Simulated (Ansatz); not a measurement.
Program: Ansatz 0.2.0.

Basis-set series for C₆H₇N (`N#CC1=CCCC1`). Total charge 0; spin multiplicity 1. The geometry is a stationary point of PBE0-D4/def2-TZVP.

```
functional       basis  functions  energy (Eh)  HOMO (eV)  LUMO (eV)
   PBE0-D4  def2-TZVPP        315   -287.34224      -7.54      -1.18
   PBE0-D4  def2-QZVPP        609   -287.35726      -7.55      -1.21
   ωB97M-V  def2-TZVPP        315   -287.56280      -9.66       0.95
   ωB97M-V  def2-QZVPP        609   -287.57687      -9.68       0.90
```

Question: Give the rows for def2-SVP. (An estimate is asked.)

Answer: The calculation gave: 
```
functional     basis  functions  energy (Eh)  HOMO (eV)  LUMO (eV)
   PBE0-D4  def2-SVP        133   -287.03020      -7.49      -1.06
   ωB97M-V  def2-SVP        133   -287.23638      -9.60       1.13
```

Positive LUMOs are unbound and depend on the basis.
